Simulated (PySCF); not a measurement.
**Ionisation energy of B by level of theory**

B [He] 2s2 2p1 (2P) → B⁺ [He] 2s2 (1S), as a difference of total energies. Computed with PySCF 2.14 in aug-cc-pVTZ with one added diffuse shell each of s, p, d, f type (6s5p4d3f, 62 functions), with no relativity, point nucleus. Correlated levels: valence: 1s2 frozen. The calculations carry no spin-orbit coupling.

```json
{"method": "UHF", "ionisation energy (eV)": "8.036", "error (eV)": "-0.261"}
{"method": "MP2 (valence)", "ionisation energy (eV)": "8.265", "error (eV)": "-0.032"}
{"method": "SCS-MP2 (valence)", "ionisation energy (eV)": "8.234", "error (eV)": "-0.063"}
{"method": "CCSD (valence)", "ionisation energy (eV)": "8.176", "error (eV)": "-0.121"}
{"method": "CCSD(T) (valence)", "ionisation energy (eV)": "8.213", "error (eV)": "-0.084"}
```

Reference: 8.297 eV (measured; NIST levels, between the centres of gravity of the two terms).

Errors of the correlated levels include the incompleteness of this basis and the frozen core.
